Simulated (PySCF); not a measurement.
Gas-phase reaction: 4 CH3SiH3 + 3 C4H8 (cyclic) = 4 (CH3)3Si + 2 C2H6

Computed with PySCF (xtb for GFN2) and rigid-rotor harmonic-oscillator thermochemistry at 1 bar. † marks an energy on the PBE0/def2-TZVP geometry and frequencies; other levels use their own. CCSD(T) freezes the core. 6-31G* has spherical d functions here. Open shells (unrestricted): (CH3)3Si (multiplicity 2); the rest are closed-shell singlets. GFN2 has no spin-polarisation term. B3LYP is the form with VWN-RPA correlation. (CH3)3Si: computed as isolated molecules; such fragments, hydroxides, amides, oligomers or adducts are transient or little studied in the gas. CCSD(T) isn't extrapolated to the basis-set limit.

```csv
level,"ΔH°(298 K), kJ"
B3LYP/6-31G*,[?]
BLYP/def2-TZVP†,[?]
CCSD(T)/def2-SVP†,50
GFN2-xTB,698
HF/6-31G*,-83
M06-2X/def2-TZVP†,-72
PBE/def2-SVP,[?]
PBE0/def2-TZVP,-64
LDA/def2-TZVP†,-16
ωB97X-V/def2-TZVP†,[?]
```

**Question.** Some entries are withheld; supply them.

**Answer.** 
- B3LYP/6-31G*, ΔH°(298 K), kJ: -5
- BLYP/def2-TZVP†, ΔH°(298 K), kJ: -60
- PBE/def2-SVP, ΔH°(298 K), kJ: -6
- ωB97X-V/def2-TZVP†, ΔH°(298 K), kJ: 11
